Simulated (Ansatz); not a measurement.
PbO (Pbcm, No. 57) was calculated with PBEsol in Ansatz (plane waves, PAW).

Run with plane-wave cutoff 520 eV, 8×6×6 k mesh (along the axes of the cell as run), Fermi–Dirac smearing 0.01 eV, scalar-relativistic PAW data made under PBE.

Properties against volume:

Shape and atoms are relaxed at each volume.

| V (Å³/atom) | P (GPa) | direct gap at Γ (eV) |
|---|---|---|
| 18.605 | 0.92 | 3.448 |
| 18.992 | 0.41 | 3.386 |
| 19.380 | 0.01 | 3.329 |
| 19.768 | -0.30 | 3.280 |
| 20.155 | -0.54 | 3.239 |

The fundamental gap (1.99 eV at the equilibrium volume, with added k points) lies elsewhere than Γ–Γ.

Note: the bulk modulus comes from volumes at which shape and atoms were relaxed; the cell has widely spaced layers and the level no dispersion term, so their spacing and the moduli can rest on weak binding.

Spin–orbit coupling is not included; with these elements it can move the gap by several tenths of an eV or more.

Ansatz is a quantum-chemistry and plane-wave program.
